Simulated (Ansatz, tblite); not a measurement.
# The cluster ZnCu₃: rung by rung

Aim: run the doublet of the cluster ZnCu₃ at one geometry on many levels, and compare frontier levels, spin and run time.

Program: Ansatz 0.2.0, Gaussian basis. Level of theory: as each input shows. These are calculated values, not measurements.

Levels to be run: GFN1-xTB, GFN2-xTB, PBE-D4/def2-TZVP, r2SCAN-D4/def2-TZVP, LDA/def2-TZVP, LC-ωPBE/def2-TZVP, ωB97X-V/def2-TZVP, B2PLYP/def2-TZVP, HF/def2-TZVP, PBE+10HF/def2-SVP, PBE+15HF/def2-SVP, PBE+40HF/def2-SVP, PBE-D4/def2-SVP, PBE0-D4/def2-SVP, HF/6-31G, B3LYP-D4/6-31G, PBE0-D4/def2-TZVPD, PBE-D4/def2-TZVPD, r2SCAN-D4/def2-TZVPD, CCSD(T)/def2-SVP, MP2/def2-TZVP, RPA/def2-TZVP.

1 further run of the same task is left out (set aside as unsound or not needed).

### 1 The relaxed structure

The doublet was relaxed beforehand with B3LYP-D4/def2-SVP. At that level it is the lowest of the isomers that a small search found.

4 atoms, charge 0, spin multiplicity 2.

Bond lengths: Cu1–Cu2 2.457 Å, Cu1–Cu3 2.345 Å, Cu1–Zn4 2.442 Å, Cu2–Cu3 2.345 Å, Cu2–Zn4 2.442 Å. Angles: Cu2–Cu1–Cu3 58.4°, Cu2–Cu1–Zn4 59.8°, Cu3–Cu1–Zn4 118.2°, Cu1–Cu2–Cu3 58.4°, Cu1–Cu2–Zn4 59.8°, Cu3–Cu2–Zn4 118.2°, Cu1–Cu3–Cu2 63.2°, Cu1–Zn4–Cu2 60.4°.

As a file:

```
Cu   -1.1141    0.2218    0.4691
Cu    1.1156   -0.2699   -0.4391
Cu    0.0485   -1.7288    1.0549
Zn   -0.0500    1.7769   -1.0849
```

No spin-orbit coupling is included.

PBE0-D4/def2-TZVP was run before; its log isn't repeated, and its numbers join the tables.

### 2 GFN1-xTB

Tight binding, by tblite at 300 K electronic temperature and without a spin-polarisation term:

```python
tblite.interface.Calculator('GFN1-xTB', numbers, positions, charge=0, uhf=1).singlepoint()
```

Energy -391.0198 eV; 0.011 s.

### 3 GFN2-xTB

Tight binding, by tblite at 300 K electronic temperature and without a spin-polarisation term:

```python
tblite.interface.Calculator('GFN2-xTB', numbers, positions, charge=0, uhf=1).singlepoint()
```

Energy -331.2043 eV; 0.007 s.

### 4 PBE-D4/def2-TZVP

start.molden holds the orbitals of an earlier run on this state, given as this run's starting guess.

in.yaml reads:

```yaml
crystal:
  periodic: [false, false, false]
  atoms:
    - {symbol: Cu, position_ang: [-1.114067, 0.221815, 0.469104]}
    - {symbol: Cu, position_ang: [1.115576, -0.269943, -0.439145]}
    - {symbol: Cu, position_ang: [0.048507, -1.728818, 1.054949]}
    - {symbol: Zn, position_ang: [-0.050006, 1.776946, -1.084897]}
basis:
  gaussian: {orbitals: def2-TZVP, initial_orbitals: start.molden}
magnetization: {spin_polarized: true, initial_magnetization: 1}
hamiltonian: {xc: pbe, dispersion: d4}
scf: {omitted_lower_state_checks: [starts]}
output: {forces: true, orbitals: {seedname: orbitals}}
```

Command:

```sh
> ansatz run in.yaml --threads 4 --pin off --events-out ev --progress --plain --max-ram 8704MiB
```

After this run come: r2SCAN-D4/def2-TZVP; LDA/def2-TZVP; LC-ωPBE/def2-TZVP; ωB97X-V/def2-TZVP; B2PLYP/def2-TZVP; HF/def2-TZVP; PBE+10HF/def2-SVP; PBE+15HF/def2-SVP; PBE+40HF/def2-SVP; PBE-D4/def2-SVP; PBE0-D4/def2-SVP; HF/6-31G; B3LYP-D4/6-31G; PBE0-D4/def2-TZVPD; PBE-D4/def2-TZVPD; r2SCAN-D4/def2-TZVPD; CCSD(T)/def2-SVP; MP2/def2-TZVP; RPA/def2-TZVP.

**Question.** What will the summary of the whole plan be? Wanted: gap in def2-TZVP, named functionals and Hartree-Fock, smallest and largest; gap over the share of exact exchange; correlation energy, CCSD(T)/def2-SVP; correlation energy, MP2/def2-TZVP; binding an atom, CCSD(T)/def2-SVP; ⟨S²⟩ in def2-TZVP, named functionals and Hartree-Fock, smallest and largest; PBE0 total energy, smallest basis above largest.

The runs gave:

```
                                                                   quantity                             value
 gap in def2-TZVP, named functionals and Hartree-Fock, smallest and largest  0.44 eV (LDA), 5.79 eV (LC-ωPBE)
                                       gap over the share of exact exchange      0.57 eV at 0, 2.69 eV at 0.4
                                       correlation energy, CCSD(T)/def2-SVP                         -32.31 eV
                                          correlation energy, MP2/def2-TZVP                         -47.05 eV
                                          binding an atom, CCSD(T)/def2-SVP                          0.951 eV
⟨S²⟩ in def2-TZVP, named functionals and Hartree-Fock, smallest and largest                      0.753, 0.844
                            PBE0 total energy, smallest basis above largest   26.94 eV (def2-SVP, def2-TZVPD)
```

What this shows: Over the named functionals and Hartree-Fock in def2-TZVP the gap runs from 0.44 eV (LDA) to 5.79 eV (LC-ωPBE); exact exchange widens it. Raising the share of exact exchange from 0 to 0.4 moves the HOMO by -0.71 eV and the LUMO by +1.42 eV. A small miss in a minimal or small basis is a cancelling of errors, not accuracy. The functionals in def2-TZVP miss CCSD(T)/def2-SVP by -0.048 (B2PLYP) to +0.560 eV (LDA) an atom. The yardstick is in a double-zeta basis, so levels in larger sets aren't compared like for like. CCSD(T)/def2-SVP isn't at the basis-set limit; small misses against it rank nothing. Over the named functionals and Hartree-Fock in def2-TZVP spin contamination reaches 0.09 (HF), which is small.
